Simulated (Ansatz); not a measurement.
Reaction: Si2H4F2 (difluoro(silyl)silane, SMILES F[SiH](F)[SiH3]) → SiH3 (SMILES [SiH3], doublet) + SiHF2 (SMILES F[SiH]F, doublet) (the Si-Si bond breaks)
Each species at its own B3LYP-D3(BJ)/def2-TZVP minimum (Ansatz, an electronic-structure program).

Total energies in hartree (Ansatz). Radicals and triplets start from unrestricted determinants; spin-orbit coupling is neglected. Cores are frozen in correlated methods. No relativity.

```csv
species,HF/cc-pV(T+d)Z,CCSD(T)/cc-pV(T+d)Z,HF/cc-pV(Q+d)Z,CCSD(T)/cc-pV(Q+d)Z,CCSD(T)/cc-pV(D+d)Z,CCSDT(Q)/cc-pV(D+d)Z
1: Si2H4F2 (SMILES F[SiH](F)[SiH3]),-779.31286,-780.11728,-779.34020,-780.20938,-779.82310,-779.82538
"2: SiH3 (SMILES [SiH3], doublet)",-290.64257,-290.78856,-290.64619,-290.79897,-290.75358,-290.75426
"3: SiHF2 (SMILES F[SiH]F, doublet)",-488.57521,-489.20247,-488.59953,-489.28208,-488.94756,-488.94916
```

Problem. Work out the bond dissociation energy (electronic) in kcal/mol: take Hartree-Fock from cc-pV(Q+d)Z, extrapolate the CCSD(T) correlation energy as X^-3 (X = 3, 4), and add CCSDT(Q) - CCSD(T) in cc-pV(D+d)Z. 1 hartree = 627.51 kcal/mol.

Solution. 
Species 1: correlation (64·(-0.86918) - 27·(-0.80442))/37 = -0.91644; step -0.00228; E1 = -779.34020 + (-0.91644) + (-0.00228) = -780.25892
Species 2: correlation (64·(-0.15278) - 27·(-0.14599))/37 = -0.15773; step -0.00068; E2 = -290.64619 + (-0.15773) + (-0.00068) = -290.80460
Species 3: correlation (64·(-0.68255) - 27·(-0.62726))/37 = -0.72290; step -0.00160; E3 = -488.59953 + (-0.72290) + (-0.00160) = -489.32403
-1·E1 +1·E2 +1·E3 = 0.13029 hartree = 81.8 kcal/mol.
